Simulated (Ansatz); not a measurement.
What a trial cell of P3O relaxes into

The calculation used Ansatz, DFT PBE, scalar-relativistic, plane waves, PAW. Cutoff 420 eV, Γ-centred k mesh, Gaussian smearing, no spin polarisation in the final step.

The start is a random cell of P3O with space group Pmn2_1 (No. 31), drawn with lower limits on the distances.

```yaml
crystal:
  lattice:
    - [6.26895, 0.00000, 0.00000]
    - [0.00000, 3.57712, 0.00000]
    - [0.00000, 0.00000, 6.14097]
  atoms:
    - { symbol: P, position: [0.25000, 0.66667, 0.33333] }
    - { symbol: P, position: [0.75000, 0.66667, 0.33333] }
    - { symbol: P, position: [0.25000, 0.33333, 0.83333] }
    - { symbol: P, position: [0.75000, 0.33333, 0.83333] }
    - { symbol: P, position: [0.50000, 0.50000, 0.00000] }
    - { symbol: P, position: [0.00000, 0.50000, 0.50000] }
    - { symbol: O, position: [0.00000, 0.93399, 0.16667] }
    - { symbol: O, position: [0.50000, 0.06601, 0.66667] }
```

Cell and atoms relax at zero pressure; the relaxation can't lower the symmetry of the start. After a coarse first stage the cell is made exact in the group found at 0.06 Å.

The zero of energy is the elements' standard structures at the same level (O₂ as a molecule); no fitted shifts are applied.

Describe the relaxed structure.

It ends in Imm2 (No. 44). Conventional cell: a = 3.456 Å, b = 5.675 Å, c = 6.658 Å. Around P on Wyckoff site d (2 atoms of the primitive cell) lie 1 O at 1.68 Å; around P on Wyckoff site a (1 atom of the primitive cell) lie 2 P at 2.22 Å; O has 2 P at 1.68 Å.

```
P O
1.0
    -1.72806    2.83769    3.32889
     1.72806   -2.83769    3.32889
     1.72806    2.83769   -3.32889
P O
3 1
Direct
  0.19028 0.44337 0.74691
  0.69647 0.44337 0.25309
  0.69813 0.69813 0.00000
  0.08179 0.58179 0.50000
```

What are its volume, energy, density and gap?

The volume per atom is 16.32 Å³ and the density is 2.77 g/cm³. The energy over the elements is -0.18 eV/atom and the gap on the 16×16×16 mesh is 0 eV (a metal).

The final run used a 16×16×16 mesh on its 4-atom cell and 0.10 eV smearing. The k mesh leaves about 4 meV/atom of noise in metals. Symmetry constrained the relaxation, so the result can be a saddle point. The steps took roughly 10 core-minutes in all.